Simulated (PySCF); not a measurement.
# One molecule, many inputs

Molecule: SMILES C=C[C@H](C)[S-], [C4H7S]-; geometry GFN2-xTB.

Molfile (atoms numbered from 1):
```
C4H7S
     RDKit          3D

 12 11  0  0  0  0  0  0  0  0999 V2000
    2.0183   -0.2546   -0.1030 C   0  0  0  0  0  0  0  0  0  0  0  0
    0.8009    0.1776   -0.4209 C   0  0  0  0  0  0  0  0  0  0  0  0
   -0.3609    0.2380    0.4933 C   0  0  2  0  0  0  0  0  0  0  0  0
   -1.6385   -0.3241   -0.1246 C   0  0  0  0  0  0  0  0  0  0  0  0
   -0.5183    2.0225    0.8278 S   0  0  0  0  0  0  0  0  0  0  0  0
    2.8579   -0.1598   -0.7767 H   0  0  0  0  0  0  0  0  0  0  0  0
    2.2328   -0.6748    0.8679 H   0  0  0  0  0  0  0  0  0  0  0  0
    0.6259    0.6203   -1.3952 H   0  0  0  0  0  0  0  0  0  0  0  0
   -0.1455   -0.2795    1.4394 H   0  0  0  0  0  0  0  0  0  0  0  0
   -1.8572    0.2011   -1.0537 H   0  0  0  0  0  0  0  0  0  0  0  0
   -2.4765   -0.1735    0.5551 H   0  0  0  0  0  0  0  0  0  0  0  0
   -1.5377   -1.3939   -0.3354 H   0  0  0  0  0  0  0  0  0  0  0  0
  1  2  2  0
  2  3  1  0
  3  4  1  0
  3  5  1  0
  1  6  1  0
  1  7  1  0
  2  8  1  0
  3  9  1  1
  4 10  1  0
  4 11  1  0
  4 12  1  0
M  CHG  1   5  -1
M  END
```

All runs: PySCF 2.14.0 with density-fitted response routines, non-relativistic, gas phase unless a solvent (IEF-PCM) is named; grid level 2, GIAOs and SCF threshold 1e-9 unless changed. The yardstick, PBE0/pcSseg-1, gives these isotropic shieldings σ (ppm, equivalent atoms averaged): C3 139.1, C4 153.9, S5 452.8, H8 25.88, H7 27.83, H9 28.12, H6 28.41.

**Question.** What do these inputs give? (1) wB97X/ANO-RCC-VDZP; guess huckel; (2) PBE0/cc-pVDZ-PP; common gauge at [2, 0, 0]; max_cycle 68

**Answer.** 
```tsv
run	outcome	functions	wall time	C3	C4	S5	H8	H7	H9	H6
1	converged	109	70 s	149.8	159.3	545.2	25.73	27.68	28.45	28.37
2	refused	–	–	–	–	–	–	–	–	–
```

Times are on shared hosts with different chips, so compare them loosely.

**Question.** Comment on the technical settings and failures.

**Answer.** 
- Run 1: The functional and orbital basis differ from the yardstick's, which in itself moves the values. The starting guess changes the path of the SCF (14 cycles), not the solution, provided the same state is reached.
- Run 2: The basis set has no functions for an element of the molecule, so the input is rejected.

Run 2 was set up unsoundly or failed; its numbers aren't to be quoted as properties of the molecule.
